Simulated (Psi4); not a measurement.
# C2H5B (SMILES B[C]C): levels of theory compared

We compute a comparison of 6 runs (UHF/3-21G, UB3LYP/6-31G*, UDSD-PBEP86/def2-TZVP, UMP2/6-31G**, UCCSD(T)/6-31G**) of C2H5B. 

The calculation is run with Psi4 1.11.

**1. The molecule**

The species is C2H5B (8 atoms), meant as a triplet with charge 0. SMILES: `B[C]C`. The shape is that of a GFN2-xTB optimisation.

Bond lengths: B1–C2 1.465 Å, C2–C3 1.439 Å, B1–H4 1.176 Å, B1–H5 1.183 Å, C3–H6 1.100 Å, C3–H7 1.096 Å, C3–H8 1.096 Å. Angles: B1–C2–C3 151.7°, C2–B1–H4 121.6°, C2–B1–H5 120.4°, C2–C3–H6 113.0°, C2–C3–H7 109.6°, C2–C3–H8 111.2°, H4–B1–H5 118.0°, H6–C3–H7 107.7°, H6–C3–H8 108.2°, H7–C3–H8 106.8°.

**2. A single-point energy at UHF/3-21G (run 1)**

calc.py reads:

```python
import psi4

psi4.set_memory('1600 MB')
psi4.set_num_threads(1)
psi4.set_output_file('psi4.out', False)

m = psi4.geometry("""
0 3
B     -1.72817344     1.66785338    -1.79023204
C     -0.39174023    -0.41131779    -0.54110418
C      1.30468581    -1.37029710     1.35461238
H     -3.07537809     1.31188567    -3.52142904
H     -1.47676427     3.76837845    -1.06852674
H      1.67665950    -0.00680301     2.87803399
H      3.12025909    -1.85017416     0.48188016
H      0.57045163    -3.10948765     2.20672768
units bohr
symmetry c1
""")

psi4.set_options({
    'basis': '3-21G',
    'reference': 'uhf',
    'puream': True,
    'e_convergence': 1e-09,
    'd_convergence': 1e-08,
    'scf_type': 'pk',
    'maxiter': 200,
})

energy_value, wavefunction = psi4.energy("hf", return_wfn=True)
psi4.oeprop(wavefunction, "DIPOLE", "MULLIKEN_CHARGES", "LOWDIN_CHARGES", title="HF")
print('E =', round(energy_value, 9))
```

The run is started by

```bash
$ python calc.py
```

psi4.out:

```text
[...]
  Running in c1 symmetry.
[...]
  Nuclear repulsion =   56.276453647257775
[...]
  Multiplicity = 3
[...]
  Nalpha       = 12
  Nbeta        = 10
[...]
    Number of basis functions: 37
[...]
   @UHF iter   1:  -102.58410950127126   -9.78228e-01   6.19961e-03 ADIIS/DIIS
[...]
   @UHF iter  15:  -102.65807367249975   -1.98952e-13   3.07943e-09 DIIS
[...]
   @S^2 Observed:                2.018368826E+00
[...]
  @UHF Final Energy:  -102.65807367249975
   => Energetics <=
    Nuclear Repulsion Energy =             56.2764536472577745
    One-Electron Energy =                -247.9214865719667955
    Two-Electron Energy =                  88.9869592522092745
    Total Energy =                       -102.6580736724997536
  UHF NO Occupations:
  HONO-2 :   10  A 1.9944406
  HONO-1 :   11  A 1.0000000
[...]
 Multipole Moments:
 ------------------------------------------------------------------------------------
     Multipole            Electronic (a.u.)      Nuclear  (a.u.)        Total (a.u.)
 ------------------------------------------------------------------------------------
 L = 1.  Multiply by 2.5417464519 to convert [e a0] to [Debye]
 Dipole X            :         -1.2555287            1.6341820            0.3786534
 Dipole Y            :          0.3580524           -0.6420239           -0.2839715
 Dipole Z            :         -1.4457323            1.8301451            0.3844128
 Magnitude           :                                                    0.6097469
[...]
```

The script printed:

```text
E = -102.658073672
```

Run time: 1.9 s. Hardware: 1 thread of Intel Xeon Platinum 8375C at 2.90GHz (Ice Lake), shared host; peak memory 0.18 GiB.

**3. Energy and forces at UB3LYP/6-31G(d) (Cartesian functions) (run 2)**

c2h5b.in reads:

```
memory 1600 mb

molecule molecule1 {
  0 3
  B     -1.72817344     1.66785338    -1.79023204
  C     -0.39174023    -0.41131779    -0.54110418
  C      1.30468581    -1.37029710     1.35461238
  H     -3.07537809     1.31188567    -3.52142904
  H     -1.47676427     3.76837845    -1.06852674
  H      1.67665950    -0.00680301     2.87803399
  H      3.12025909    -1.85017416     0.48188016
  H      0.57045163    -3.10948765     2.20672768
  units bohr
  symmetry c1
  no_reorient
  no_com
}

set reference uks
set puream false
set e_convergence 1e-09
set d_convergence 1e-08
set scf_type pk
set dft_radial_points 99
set dft_spherical_points 590
set maxiter 200

energy_value, wavefunction = gradient('b3lyp/6-31G*', return_wfn=True)
oeprop(wavefunction, 'MULLIKEN_CHARGES', 'DIPOLE', 'MAYER_INDICES', title='B3LYP')
```

The run is started by

```bash
$ psi4 c2h5b.in c2h5b.out -n 1
```

c2h5b.out:

```text
[...]
  Running in c1 symmetry.
[...]
  Nuclear repulsion =   56.276453647257775
[...]
  Multiplicity = 3
[...]
  Nalpha       = 12
  Nbeta        = 10
[...]
    Number of basis functions: 55
[...]
   @UKS iter   1:  -103.76846102029845   -5.11011e-01   9.79331e-03 DIIS/ADIIS
[...]
   @UKS iter  12:  -103.94292282279720   -2.97007e-12   5.54380e-09 DIIS
[...]
   @S^2 Observed:                2.005661609E+00
[...]
  @UKS Final Energy:  -103.94292282279720
   => Energetics <=
    Nuclear Repulsion Energy =             56.2764536472577745
    One-Electron Energy =                -249.1147470110351492
    Two-Electron Energy =                 102.4368146124555068
    DFT Exchange-Correlation Energy =     -13.5414440714753290
    Empirical Dispersion Energy =           0.0000000000000000
    VV10 Nonlocal Energy =                  0.0000000000000000
    Total Energy =                       -103.9429228227972004
[...]
  -Total Gradient:
     Atom            X                  Y                   Z
    ------   -----------------  -----------------  -----------------
       1        0.003545438868    -0.007428278235     0.002654371666
       2       -0.000653713958     0.011411244023     0.001431200826
       3       -0.002453162261     0.000986593546    -0.004818625411
       4        0.006836643798     0.002097824743     0.009070779011
       5       -0.001029568896    -0.010613295874    -0.003554333674
       6       -0.001408920838    -0.001228960429    -0.002436998956
       7       -0.004404219270     0.001803272400     0.000032654447
       8       -0.000432932315     0.002971764316    -0.002379816265
[...]
```

It took 20 s on 1 thread of Intel Xeon Platinum 8375C at 2.90GHz (Ice Lake), shared host; peak memory 0.91 GiB.

Runs 3 to 5 aren't shown in full; the table further down has their settings and results.

**4. A single-point energy at UCCSD(T)/6-31G(d,p) (spherical functions) (run 6)**

run.py reads:

```python
import psi4

psi4.set_memory(1600000000)
psi4.set_num_threads(1)
psi4.set_output_file('run.log', False)

geom = psi4.geometry("""
0 3
B     -0.914510     0.882590    -0.947350
C     -0.207300    -0.217660    -0.286340
C      0.690410    -0.725130     0.716830
H     -1.627420     0.694220    -1.863460
H     -0.781470     1.994140    -0.565440
H      0.887250    -0.003600     1.522990
H      1.651170    -0.979070     0.255000
H      0.301870    -1.645470     1.167750
symmetry c1
""")

psi4.set_options({
    'basis': '6-31G**',
    'reference': 'uhf',
    'puream': True,
    'e_convergence': 1e-09,
    'd_convergence': 1e-08,
    'scf_type': 'pk',
    'num_frozen_docc': 3,
    'maxiter': 200,
})

e_tot, wfn = psi4.energy('ccsd(t)', return_wfn=True)
print(f'ccsd(t) energy: {e_tot:.10f} Eh')
for k, v in sorted(psi4.core.scalar_variables().items()):
    print(f'{k:45s} {v:18.10f}')
```

The run is started by

```bash
$ python run.py
```

run.log:

```text
[...]
  Running in c1 symmetry.
[...]
  Nuclear repulsion =   56.276453619193667
[...]
  Multiplicity = 3
[...]
  Nalpha       = 12
  Nbeta        = 10
[...]
    Number of basis functions: 67
[...]
   @UHF iter   1:  -103.15290175577951   -9.79849e-01   3.89531e-03 ADIIS/DIIS
[...]
   @UHF iter  15:  -103.23983973350330   -1.71951e-12   3.84739e-09 DIIS
[...]
   @S^2 Observed:                2.018155351E+00
[...]
  @UHF Final Energy:  -103.23983973350330
   => Energetics <=
    Nuclear Repulsion Energy =             56.2764536191936671
    One-Electron Energy =                -248.8646138646806492
    Two-Electron Energy =                  89.3483205119836867
    Total Energy =                       -103.2398397335033025
  UHF NO Occupations:
  HONO-2 :   10  A 1.9940011
  HONO-1 :   11  A 1.0000000
[...]
 Multipole Moments:
 ------------------------------------------------------------------------------------
     Multipole            Electronic (a.u.)      Nuclear  (a.u.)        Total (a.u.)
 ------------------------------------------------------------------------------------
 L = 1.  Multiply by 2.5417464519 to convert [e a0] to [Debye]
 Dipole X            :         -1.2742023            1.6341820            0.3599797
 Dipole Y            :          0.3540269           -0.6420239           -0.2879970
 Dipole Z            :         -1.4637976            1.8301451            0.3663474
 Magnitude           :                                                    0.5888447
[...]
      * MP2 total energy                      = -103.551996119853158
[...]
      * CCSD total energy                     = -103.597234419227163
[...]
      * CCSD(T) total energy                     = -103.606425596847558
```

Run time: 26 s. Hardware: 1 thread of Intel Xeon Platinum 8375C at 2.90GHz (Ice Lake), shared host; peak memory 0.37 GiB.

**5. All runs side by side**

| run | level | task | Cartesian functions | energy (Eh) | HOMO energy (eV) | LUMO energy (eV) | ⟨S²⟩ | wall time |
| --- | --- | --- | --- | --- | --- | --- | --- | --- |
| 1 | UHF/3-21G | energy | no | -102.658074 | -9.65 | 1.39 | 2.018 | 1.9 s |
| 2 | UB3LYP/6-31G* (Cartesian functions) | gradient | yes | -103.942923 | -5.57 | -3.21 | 2.006 | 20 s |
| 3 | UDSD-PBEP86/def2-TZVP (DKH2, density fitting, density fitting for correlation) | energy | no | -103.777485 | -8.45 | -0.57 | 2.014 | 12 s |
| 4 | UDSD-PBEP86/def2-TZVP (DKH2, density fitting, density fitting for correlation, Cartesian functions) | energy | yes | -103.780285 | -8.45 | -0.57 | 2.014 | 14 s |
| 5 | UMP2/6-31G** (spherical functions) | energy | no | -103.551996 | -9.65 | 1.67 | 2.018 | 3.3 s |
| 6 | UCCSD(T)/6-31G** (spherical functions) | energy | no | -103.606426 | -9.65 | 1.67 | 2.018 | 26 s |

**6. Results**

| quantity | value |
| --- | --- |
| run 6: total energy | -103.60643 Eh |
| run 6: HOMO energy (Hartree–Fock orbitals) (highest over α and β) | -9.65 eV |
| run 6: LUMO energy (Hartree–Fock orbitals) (lowest over α and β) | 1.67 eV |
| run 6: correlation energy (3 core orbitals frozen) | -366.6 mEh |
| run 6: (T) correction | -9.19 mEh |
| run 6: ⟨S²⟩ of the reference determinant | 2.018 |
| run 6: T1 diagnostic | 0.022 |

Totals of different functionals can't be ranked against each other. All runs together took 76 s, the longest 26 s.
